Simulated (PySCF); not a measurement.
How the method changes the constants of HF⁺

State: ²Π (doublet), unpaired electrons π ↑. Set-up: basis H pcseg-2, F pcseg-2; no relativity; PySCF 2.14. De refers to H⁺ + F in their high-spin ground configurations, without counterpoise correction. The functionals are run spin-unrestricted. A positive dipole points towards F; it is taken about the centre of mass and depends on that origin.

```
      Level  Re (Å)  ωe (cm⁻¹)  De (eV)  μ (D)
        UHF   0.981       3292     3.55  -2.62
    UHF-MP2   1.000       3117     3.62    n/a
UHF-SCS-MP2   1.000       3122     3.65    n/a
   UHF-CCSD   1.000       3126     3.66    n/a
UHF-CCSD(T)   1.002       3100     3.66    n/a
        PBE   1.023       2899     3.65  -2.59
     PBEsol   1.025       2903     3.63  -2.61
     r²SCAN   1.009       3015     3.67  -2.59
      TPSSh   1.013       3006     3.69  -2.60
       PBE0   1.007       3046     3.63  -2.60
       MN15   1.009       3109     3.61  -2.63
  CAM-B3LYP   1.014       2985     3.49  -2.64
```

Task: Which functional lies closest to UHF-CCSD(T) in De, which farthest, and by how much do they differ from it?

Result: Closest is r²SCAN (+0.7 pm in Re, -2.7 % in ωe, +0.01 eV in De against UHF-CCSD(T) in the same basis), farthest CAM-B3LYP (+1.2 pm in Re, -3.7 % in ωe, -0.17 eV in De). CCSD(T) converges more slowly with the basis than the functionals do and binds too weakly in this one, so the order can change at the basis-set limit.

Task: What does a quarter of exact exchange do here, going from PBE to PBE0?

Result: PBE0 less PBE: -1.6 pm in Re, +5.1 % in ωe, -0.02 eV in De. Exact exchange removes part of the self-interaction that spreads semilocal densities, and in most molecules shortens and stiffens the bond and lowers De; so it does here.

Task: What does second-order correlation do here, going from UHF to UHF-MP2?

Result: UHF-MP2 less UHF: +1.9 pm in Re, -5.3 % in ωe, +0.07 eV in De. Correlation nearly always deepens the well. The bond lengthens, as in strong covalent bonds, where excitations into antibonding orbitals dominate.

Correlated steps freeze 1 core orbital. For an ion De counts to the pair picked by the measured ionisation energies or electron affinities, which need not be the lowest pair at this level. The state was picked by a PBE0 search and need not be the measured ground state.
